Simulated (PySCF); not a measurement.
Mapped SMILES: `[CH:1]#[C:2][O:3][CH2:4][CH3:5]`. Hydrogens are named by the atom that carries them.

PySCF 2.14.0 with density-fitted response routines calculation with coordinates at the GFN2-xTB level, J: B3LYP/pcJ-1 (without the spin–dipole term) and shielding tensors at PBE0/pcSseg-1 (GIAO); averaged over atoms made equivalent by symmetry, fast rotation or ring inversion, non-relativistic Hamiltonian, isolated molecule, a single conformation.

Chemical shifts δ = σref − σ; TMS for 1H, all at this level.

The spectrum was simulated from the full spin Hamiltonian at 90 MHz with 0.6 Hz Lorentzian lines, from shifts rounded to 0.01 ppm and J to 0.1 Hz, couplings under 1 Hz left out.

Q: List the maxima of its 1H spectrum with integrals.

A: 
```
region  integral (H)    ppm     Hz  height
     1             2  4.123  371.1      13
     1                4.042  363.8      45
     1                3.961  356.5      47
     1                3.880  349.2      16
     2             3  1.520  136.8      50
     2                1.439  129.5     100
     2                1.358  122.2      43
     3             1  0.860   77.4      76
```

Q: Summarise it as multiplets with assignments.

A: 1H NMR (90 MHz, computed): δ 4.00 (q, J = 7.3 Hz, 2H, H(C4)), 1.44 (t, J = 7.3 Hz, 3H, H(C5)), 0.86 (s, 1H, H(C1)). These are first-order names; overlap and second-order distortion can hide them in the list.

Splittings below 1 Hz are ignored in the labels, and close J values are merged. Unscaled 3J(H,H) at this level run about 10 % above measured values.
